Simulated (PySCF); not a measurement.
Working with the constants of SiH

UHF-CCSD(T) constants of SiH, ²Π (doublet), unpaired electrons π ↑ (Si cc-pV(D+d)Z, H cc-pVDZ; no relativity (PySCF 2.14); masses 27.9769 and 1.0078 u):

- ωe: 2033.6 cm⁻¹
- ωexe: 35.8 cm⁻¹
- Be: 7.3764 cm⁻¹
- αe: 0.201 cm⁻¹
- De to Si + H: 2.92 eV

Q: What force constant and bond length do these constants imply?

A: Reduced mass μred = 0.97278 u; k = 5.8918×10⁻⁷·μred·ωe² (u, cm⁻¹, mdyn/Å) = 2.37 mdyn/Å; Re = √(16.8576/(μred·Be)) (u, cm⁻¹, Å) = 1.533 Å.

Q: Estimate the centrifugal constant D from the Kratzer relation and find the Dunham coefficient a1.

A: D = 4Be³/ωe² = 0.000388 cm⁻¹; a1 = −1 − αeωe/(6Be²) = -2.25.

Correlated steps freeze 5 core orbitals. Correlated levels converge slowly with the basis: in double zeta they bind strong bonds too weakly, by up to about 1 eV, and carry superposition errors of some tenths. The state is the lowest determinant that a PBE0 search found; another state may lie lower at other levels.
